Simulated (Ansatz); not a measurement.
For hcp Hf, PBE+SOC (PAW; Ansatz, a first-principles code) gives:

| Quantity | Result |
|---|---|
| lattice parameter a | 3.201 Å |
| lattice parameter c | 5.064 Å |
| bulk modulus | 107 GPa |

Q: What does r²SCAN (Ansatz, plane waves, PAW) give for the same quantities?

A: 
- lattice constant a: 3.199 Å (hardly moves)
- lattice parameter c: 5.044 Å (shrinks by 0.4 %)
- bulk modulus: 110 GPa (increases by 2.8 %)

For comparison: lattice constant a 3.194 Å (measured, 293 K, no zero-point or thermal correction, our sources range from 3.194 to 3.200; as tabulated in Wikipedia's data pages); lattice parameter c 5.051 Å (measured, 293 K, not corrected to a static lattice; as tabulated in Wikipedia's data pages); bulk modulus 110 GPa (measured, zero-point energy and finite temperature contributions removed; as tabulated in doi:10.1021/acs.jctc.3c00612).

Changes are worked out from the printed values.

Unless a cell is named, each level is at its own relaxed cell (PBE+SOC 22.47, r²SCAN 22.35 Å³/atom).

Levels without +SOC leave out spin–orbit coupling, which shifts energies and cells of such heavy elements.

Ansatz's density-functional and Hartree–Fock values are scalar-relativistic unless marked +SOC, with PAW data made under PBE.
